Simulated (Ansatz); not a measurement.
H₂S₅⁺. The state is a doublet with charge 1. Geometry PBE-D4/def2-SVP, that of the neutral singlet; atoms count from 1.

| atom | x (Å) | y (Å) | z (Å) |
| --- | --- | --- | --- |
| S1 | 0.987 | 1.129 | -1.495 |
| S2 | -1.054 | 0.653 | -1.454 |
| S3 | -1.628 | 0.498 | 0.559 |
| S4 | -1.239 | -1.476 | 1.154 |
| S5 | 0.719 | -1.522 | 1.888 |
| H6 | 0.870 | 2.484 | -1.346 |
| H7 | 1.344 | -1.767 | 0.695 |

Question: Estimate the Mulliken populations from the PBE0/def2-TZVP orbitals of Ansatz.

Answer: 
```tsv
atom	charge (e)	spin (α − β)
S1	0.03	0.22
S2	0.19	0.31
S3	0.09	-0.02
S4	0.17	0.26
S5	0.05	0.20
H6	0.24	0.01
H7	0.22	0.01
```
Mulliken values depend strongly on the basis.

Question: Where does the spin sit?

Answer: Summed by element: S 0.98, H 0.02, of 1 unpaired in all. Largest on single atoms: S2 0.31, S4 0.26, S1 0.22.

Question: And the Mayer bond orders between heavy atoms (over 0.3)?

Answer: S1–S2 1.28 (2.10 Å); S2–S3 1.15 (2.10 Å); S3–S4 1.15 (2.10 Å); S4–S5 1.28 (2.09 Å).
